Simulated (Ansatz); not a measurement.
BCl₃, SMILES ClB(Cl)Cl (connectivity only; charge and spin as stated), charge -1, multiplicity 2.

Geometry: B3LYP-D3(BJ)/def2-SVPD. The multiplicity is an assumed one; other spin states were not compared. The isomer is the one that the SMILES or the coordinates give; other isomers of the formula were not compared.

Two levels are set side by side: PBE/def2-SVPD (Ansatz, a quantum-chemistry and plane-wave program) and ωB97X-V/def2-SVPD (Ansatz). Energy differences of separate SCF runs at the same geometry; the states with an electron removed or added have multiplicity 1. Differences are taken from unrounded values.

| quantity | ωB97X-V | PBE | PBE minus ωB97X-V |
|---|---|---|---|
| vertical ionisation energy (eV) | 1.96 | 1.86 | -0.10 |
